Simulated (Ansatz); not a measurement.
Ba2WO5 (Pnma, No. 62; cell taken from a computed entry), treated with LDA (PAW; Ansatz, a first-principles code).

Numerical settings: plane-wave cutoff 520 eV, 6×6×4 k mesh (along the axes of the cell as run), Fermi–Dirac smearing 0.01 eV, no spin polarisation, scalar-relativistic PAW data made under PBE.

Cell (relaxed with PBEsol):

```
CELL_PARAMETERS angstrom
      7.36147     0.00000     0.00000
      0.00000     5.69126     0.00000
      0.00000     0.00000    11.43675
ATOMIC_POSITIONS crystal
  Ba 0.67777 0.75000 0.08417
  Ba 0.32223 0.25000 0.91583
  Ba 0.82223 0.25000 0.58417
  Ba 0.17777 0.75000 0.41583
  Ba 0.52305 0.25000 0.28601
  Ba 0.47695 0.75000 0.71399
  Ba 0.97695 0.75000 0.78601
  Ba 0.02305 0.25000 0.21399
  W  0.82089 0.25000 0.93439
  W  0.17911 0.75000 0.06561
  W  0.67911 0.75000 0.43439
  W  0.32089 0.25000 0.56561
  O  0.17392 0.00790 0.61416
  O  0.82608 0.99210 0.38584
  O  0.32608 0.99210 0.11416
  O  0.67392 0.00790 0.88584
  O  0.67392 0.49210 0.88584
  O  0.32608 0.50790 0.11416
  O  0.82608 0.50790 0.38584
  O  0.17392 0.49210 0.61416
  O  0.77498 0.75000 0.59253
  O  0.22502 0.25000 0.40747
  O  0.72502 0.25000 0.09253
  O  0.27498 0.75000 0.90747
  O  0.00000 0.50000 0.00000
  O  0.50000 0.50000 0.50000
  O  0.50000 0.00000 0.50000
  O  0.00000 0.00000 0.00000
  O  0.97352 0.25000 0.80391
  O  0.02648 0.75000 0.19609
  O  0.52648 0.75000 0.30391
  O  0.47352 0.25000 0.69609
```

Question: Estimate the band gap, smallest direct gap on the k points sampled and Γ–Γ gap that the calculation returns.

Answer: 
- band gap = 2.81 eV
- smallest direct gap on the k points sampled = 2.90 eV
- Γ–Γ gap = 3.02 eV

Note: cell and atoms aren't relaxed at this level (largest force component 0.20 eV/Å, pressure -4.1 GPa).

Spin–orbit coupling is not included.

Static lattice: no zero-point or thermal effects.
